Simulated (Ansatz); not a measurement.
`N[SiH2]P` → PH₃ + `N[SiH]`  (silylene formation by 1,1-elimination)

Calculated with Ansatz (gas phase, PBE0-D4/def2-TZVP geometries, no zero-point term in ΔE). CBS: MP2 limit from def2 TZ/QZ plus the TZ coupled-cluster correction, frozen cores. This one scheme is used for every species. One conformer a species, not always the lowest.

```
   species  CCSD(T)/def2-TZVPP energy (Eh)
`N[SiH2]P`                      -688.26082
       PH₃                      -342.68940
  `N[SiH]`                      -345.50927
```

Task: Work out ΔE.

Result: ΔE = (-342.68940) + (-345.50927) − (-688.26082) = 0.06215 Eh = +163.2 kJ/mol. CCSD(T)/CBS gives +172.2 kJ/mol.

Task: What do rigid-rotor, harmonic-oscillator terms from PBE0-D4/def2-TZVP frequencies (298.15 K, 1 bar) make of the CCSD(T)/CBS value? (Best estimate.)

Result: The calculation gave: ΔZPE = -7.4 kJ/mol, ΔH = +167.1 kJ/mol, ΔS = 133 J/(mol·K), ΔG = +127.4 kJ/mol.

Largest T1 diagnostic among the species: 0.015.

At CCSD(T), def2-SVP lies −31.3 kJ/mol from the extrapolated value and def2-TZVPP −9.0 kJ/mol. The D4 term adds +13.6 kJ/mol with B3LYP and +7.3 kJ/mol with PBE0; it sums over pairs of atoms, weighted by their polarisabilities, and B3LYP, whose exchange is more repulsive, gets the larger term. From r2SCAN to r2SCAN0 (25 % exact exchange), in def2-TZVPP and without D4, ΔE moves by +5.3 kJ/mol.

B3LYP here is the variant with VWN-RPA as its local correlation; programs differ in this.
